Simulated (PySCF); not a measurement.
Species: C6H9 (doublet state).
SMILES with atom numbers: `[CH3:1][C:2]1[CH:3]=[CH:4][C@@H:5]1[CH3:6]` (hydrogens: H7, H8, H9 on C1; H10 on C3; H11 on C4; H12 on C5; H13, H14, H15 on C6)

The calculation used UKS B3LYP, pcH-1 on C H, non-relativistic, mean-field spin-orbit, GIAO in PySCF 2.14.0. Geometry: GFN2-xTB; no solvent, vibrations or thermal averaging. Couplings are sensitive to structure, and on GFN2-xTB geometries they can be far from those on DFT ones. No stability test was run, so a lower SCF solution isn't excluded. ⟨S²⟩ is 0.776 where a pure state has 0.75.

(1) Give the principal g shifts and their parts.

(2) What effective moment and Curie constant follow for a powder?

(3) At 34.012 GHz, how far is the centre of the isotropic spectrum from where a free electron (g = 2.002319) resonates?

(4) In a frozen sample, at which fields do the three g values resonate at 9.5, 34, 94 and 263 GHz (hyperfine left aside), and which band first spreads them over more than twice a line width of 0.3 mT?

Answers

(1) 
| Δg (ppm) | 1 | 2 | 3 |
| --- | --- | --- | --- |
| relativistic mass correction | -143 | -143 | -143 |
| gauge correction | -2 | 30 | 28 |
| orbital Zeeman/spin–orbit | -16 | 499 | 579 |
| total | -161 | 387 | 464 |

So g = 2.00216, 2.00271, 2.00278 and g_iso = 2.00255; the tensor is close to axial: the two nearest values differ by 12 % of g3 − g1. Axes: g2 points within 14° of the C3–C4 bond and g3 points within 13° of the C4–C5 bond.

(2) With the mean of g² = 4.0102 and S(S+1) = 0.75: μ_eff = √(⟨g²⟩S(S+1)) = 1.734 μB and χT = 0.12505·⟨g²⟩·S(S+1) = 0.376 cm³ K/mol (cgs; spin-Hamiltonian part alone).

(3) B = hν/(g μB) with μB/h = 13.99624 MHz/mT gives 1213.63 mT for the free electron and 1213.49 mT at g_iso, 0.14 mT lower.

(4) 
| band | GHz | B(g3) mT | B(g2) mT | B(g1) mT | spread mT |
| --- | --- | --- | --- | --- | --- |
| X | 9.5 | 338.91 | 338.92 | 339.01 | 0.11 |
| Q | 34.0 | 1212.92 | 1212.97 | 1213.30 | 0.38 |
| W | 94.0 | 3353.38 | 3353.51 | 3354.42 | 1.05 |
| J | 263.0 | 9382.32 | 9382.68 | 9385.25 | 2.93 |

The spread grows in proportion to the frequency. W band is the first where it exceeds 0.6 mT.

The Mulliken spin populations are largest on C4 (+0.69), C2 (+0.64), C3 (-0.25) and C5 (-0.08). The positive populations add up to 1.42 and the negative ones to -0.42, together 2S = 1. The angles at C4 add up to 360.0°, so it is planar; its axial dipolar tensor and the negative coupling of its proton fit spin in a p orbital normal to that plane.

The HOMO–LUMO gaps are 5.39 eV among the α and 5.90 eV among the β orbitals.
